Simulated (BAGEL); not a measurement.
# F2 (fluorine) at CASPT2(14,8)/cc-pVTZ (density fitting with qzvpp-jkfit)

Aim: the vertical ionisation energy of F2 (fluorine) at CASPT2(14,8)/cc-pVTZ (density fitting with qzvpp-jkfit), from 2 runs. 

The calculation is run with BAGEL 1.2.2.

9 further runs of the same task are left out: 9 set aside as unsound or not needed.

### 1 The structure to begin with

F2: 2 atoms, total charge 0, spin state singlet. SMILES: `FF`. The shape is that of a PBE0-D4/def2-TZVP optimisation.

Bond lengths: F1–F2 1.376 Å.

### 2 The energy at CASPT2(14,8)/cc-pVTZ (density fitting with qzvpp-jkfit)

job.json

```json
{ "bagel": [

{
  "title": "molecule",
  "basis": "cc-pvtz.json",
  "df_basis": "qzvpp-jkfit",
  "angstrom": "true",
  "geometry": [
    { "atom": "F", "xyz": [   -0.583900,    0.212400,   -0.295000 ] },
    { "atom": "F", "xyz": [    0.583900,   -0.212400,    0.295000 ] }
  ]
},
{ "title": "hf" },
{ "title": "casscf", "nstate": 1, "nact": 8, "nclosed": 2, "maxiter": 200, "natocc": "true" },
{ "title": "print", "file": "orbitals.molden", "orbitals": "true" },
{ "title": "smith", "method": "caspt2", "ms": "true", "xms": "true", "sssr": "true", "shift": 0.0, "ncore": 2 }

]}
```

The basis set cc-pVTZ is read from a file made from the Basis Set Exchange's data (not shown).

Started as:

```sh
$ BAGEL_NUM_THREADS=1 BAGEL job.json > job.out
```

Log:

```text
* using 1 threads per process

  ===============================================================
  ===============================================================

  *** Geometry ***

  { "atom" : "F", "xyz" : [     -1.103411,      0.401378,     -0.557469 ] },
  { "atom" : "F", "xyz" : [      1.103411,     -0.401378,      0.557469 ] },

  Number of auxiliary basis functions:      154

  Since a DF basis is specified, we compute 2- and 3-index integrals:
    o Being stored without compression. Storage requirement is 0.004 GB

  Number of basis functions:       60
  Number of electrons      :       18

    * METHOD: MOLECULE                             0.02

  *** RHF ***

  === Nuclear Repulsion ===
    31.1594507482

      * DIIS with orbital gradients will be used.

  === RHF iteration (cc-pvtz.json) ===
      0       -198.71368181          0.01428481           0.00
      1       -198.75125073          0.00372989           0.00
      2       -198.75575719          0.00092287           0.00
      3       -198.75595651          0.00016884           0.00
      4       -198.75596375          0.00001870           0.00
      5       -198.75596384          0.00000421           0.00
      6       -198.75596385          0.00000034           0.01
      7       -198.75596385          0.00000004           0.00
      8       -198.75596385          0.00000001           0.00
    * SCF iteration converged.

    * Permanent dipole moment:
           (    0.000000,    -0.000000,     0.000000) a.u.

    * METHOD: HF                                   0.05

  ---------------------------
      CASSCF calculation
  ---------------------------

    * nstate   :      1
    * nclosed  :      2
    * nact     :      8
    * nvirt    :     50
  === CASSCF iteration (cc-pvtz.json) ===

    * Using the second-order algorithm

      0  0      -198.81001872     7.57e-03      0.01

      1  0      -198.82884769     9.04e-04      0.04

      2  0      -198.82889252     6.71e-05      0.03

      3  0      -198.82889267     5.58e-06      0.04

      4  0      -198.82889267     5.29e-07      0.04

      5  0      -198.82889267     5.87e-08      0.03

      6  0      -198.82889267     7.62e-09      0.03

    * Second-order optimization converged. *

     guess   0:   closed 1111111.             open ........

  === FCI iteration ===

      0  0      -198.75344039     4.07e-02      0.00
      1  0      -198.82591803     8.37e-03      0.00
      2  0      -198.82871068     1.94e-03      0.00
      3  0      -198.82889143     2.14e-04      0.00
      4  0      -198.82889267     1.69e-05      0.00
      5  0      -198.82889267     3.18e-06      0.00
      6  0      -198.82889267     6.77e-07      0.00
      7  0 *    -198.82889267     8.67e-13      0.00

     * ci vector, state   0, <S^2> = 0.0000
       2222222.    -0.9710733802
       222222.2     0.2333636189

    * METHOD: CASSCF                               0.22

    * METHOD: PRINT                                0.01

  === SMITH program ===

    * freezing 2 orbitals

    * Approximate memory requirement for SMITH calulation per MPI process:
      o Storage requirement for T-amplitude, lambda, and residual is 0.00 GB
      o Storage requirement for MO integrals is 0.00 GB
    * Calculating and saving rdm4f

    * Zeroth order energy : state  0      -13.8349055719

    * CASPT2 iteration is performed using redundant basis

      ---- iteration ----

        0    -0.44746936     0.00626552      0.17
        1    -0.44789270     0.00026741      0.17
        2    -0.44789477     0.00001701      0.17
        3    -0.44789477     0.00000073      0.16

      -------------------

    * CASPT2 energy : state  0     -199.2767874443
        reference weight              0.9299222601

    * METHOD: SMITH                                1.46

  ===============================================================
```

Run time: 1.9 s. Hardware: 1 thread of Arm Neoverse V2, shared host.

### 3 The doublet cation at the same level

input.json

```json
{ "bagel": [

{
  "title": "molecule",
  "basis": "cc-pvtz.json",
  "df_basis": "qzvpp-jkfit",
  "angstrom": true,
  "geometry": [
    { "atom": "F", "xyz": [   -0.583900,    0.212400,   -0.295000 ] },
    { "atom": "F", "xyz": [    0.583900,   -0.212400,    0.295000 ] }
  ]
},
{
  "title": "hf",
  "charge": 2
},
{
  "title": "casscf",
  "nstate": 1,
  "nact": 8,
  "nclosed": 2,
  "charge": 1,
  "nspin": 1,
  "maxiter": 200,
  "natocc": true
},
{
  "title": "print",
  "file": "orbitals.molden",
  "orbitals": true
},
{
  "title": "smith",
  "method": "caspt2",
  "ms": true,
  "xms": true,
  "sssr": true,
  "shift": 0.0,
  "ncore": 2
}

]}
```

The basis set cc-pVTZ is read from a file made from the Basis Set Exchange's data (not shown).

Started as:

```sh
$ BAGEL_NUM_THREADS=1 BAGEL input.json > input.out
```

Log:

```text
* using 1 threads per process

  ===============================================================
  ===============================================================

  *** Geometry ***

  { "atom" : "F", "xyz" : [     -1.103411,      0.401378,     -0.557469 ] },
  { "atom" : "F", "xyz" : [      1.103411,     -0.401378,      0.557469 ] },

  Number of auxiliary basis functions:      154

  Since a DF basis is specified, we compute 2- and 3-index integrals:
    o Being stored without compression. Storage requirement is 0.004 GB

  Number of basis functions:       60
  Number of electrons      :       18

    * METHOD: MOLECULE                             0.02

  *** RHF ***

  === Nuclear Repulsion ===
    31.1594507482

      * DIIS with orbital gradients will be used.

  === RHF iteration (cc-pvtz.json) ===
      0       -196.85763519          0.02788954           0.00
      1       -196.97688085          0.00609323           0.00
      2       -196.98254534          0.00068128           0.00
      3       -196.98273987          0.00011316           0.00
      4       -196.98274481          0.00001693           0.00
      5       -196.98274498          0.00000287           0.00
      6       -196.98274498          0.00000036           0.00
      7       -196.98274498          0.00000006           0.00
      8       -196.98274498          0.00000001           0.00
      9       -196.98274498          0.00000000           0.00
    * SCF iteration converged.

    * Permanent dipole moment:
           (   -0.000000,     0.000000,    -0.000000) a.u.

    * METHOD: HF                                   0.05

  ---------------------------
      CASSCF calculation
  ---------------------------

    * nstate   :      1
    * nclosed  :      2
    * nact     :      8
    * nvirt    :     50
  === CASSCF iteration (cc-pvtz.json) ===

    * Using the second-order algorithm

      0  0      -198.25275960     4.54e-02      0.01

      1  0      -198.30462074     1.83e-03      0.04

      2  0      -198.30481518     1.10e-04      0.04

      3  0      -198.30481555     9.58e-06      0.04

      4  0      -198.30481555     9.79e-07      0.04

      5  0      -198.30481555     1.04e-07      0.03

      6  0      -198.30481555     1.12e-08      0.03

      7  0      -198.30481555     1.21e-09      0.03

    * Second-order optimization converged. *

     guess   0:   closed 111111..             open ......1.

  === FCI iteration ===

      0  0      -198.15382471     3.24e-02      0.00
      1  0      -198.29855597     6.68e-03      0.00
      2  0      -198.30424744     1.89e-03      0.00
      3  0      -198.30474810     6.36e-04      0.00
      4  0      -198.30481262     1.45e-04      0.00
      5  0      -198.30481524     4.73e-05      0.00
      6  0      -198.30481555     6.90e-06      0.00
      7  0      -198.30481555     1.37e-06      0.00
      8  0      -198.30481555     3.35e-07      0.00
      9  0      -198.30481555     4.95e-08      0.00
     10  0      -198.30481555     9.98e-09      0.00
     11  0      -198.30481555     3.30e-09      0.00
     12  0      -198.30481555     1.01e-09      0.00
     13  0      -198.30481555     1.22e-10      0.00
     14  0 *    -198.30481555     8.78e-12      0.00

     * ci vector, state   0, <S^2> = 0.7500
       222222a.    -0.9501649561
       2222ab2a    -0.1980207865
       22222.a2    -0.1635293761
       2222aa2b    -0.1535604922

    * METHOD: CASSCF                               0.26

    * METHOD: PRINT                                0.01

  === SMITH program ===

    * freezing 2 orbitals

    * Approximate memory requirement for SMITH calulation per MPI process:
      o Storage requirement for T-amplitude, lambda, and residual is 0.00 GB
      o Storage requirement for MO integrals is 0.00 GB
    * Calculating and saving rdm4f

    * Zeroth order energy : state  0      -18.9343714486

    * CASPT2 iteration is performed using redundant basis

      ---- iteration ----

        0    -0.40733192     0.00574952      0.09
        1    -0.40766679     0.00020096      0.09
        2    -0.40766800     0.00001275      0.09
        3    -0.40766801     0.00000047      0.09

      -------------------

    * CASPT2 energy : state  0     -198.7124835602
        reference weight              0.9335460045

    * METHOD: SMITH                                1.08

  ===============================================================
```

Run time: 1.6 s. Hardware: 1 thread of Arm Neoverse V2, shared host.

### 4 Summary of results

Level: CASPT2(14,8)/cc-pVTZ (density fitting with qzvpp-jkfit), 2 core orbitals frozen.

| quantity | value |
| --- | --- |
| singlet F2: total energy | -199.27679 Eh |
| doublet cation: total energy | -198.71248 Eh |
| vertical ionisation energy (to the doublet cation) | 15.355 eV |

What this shows: The vertical ionisation energy comes to 15.36 eV (1482 kJ/mol).
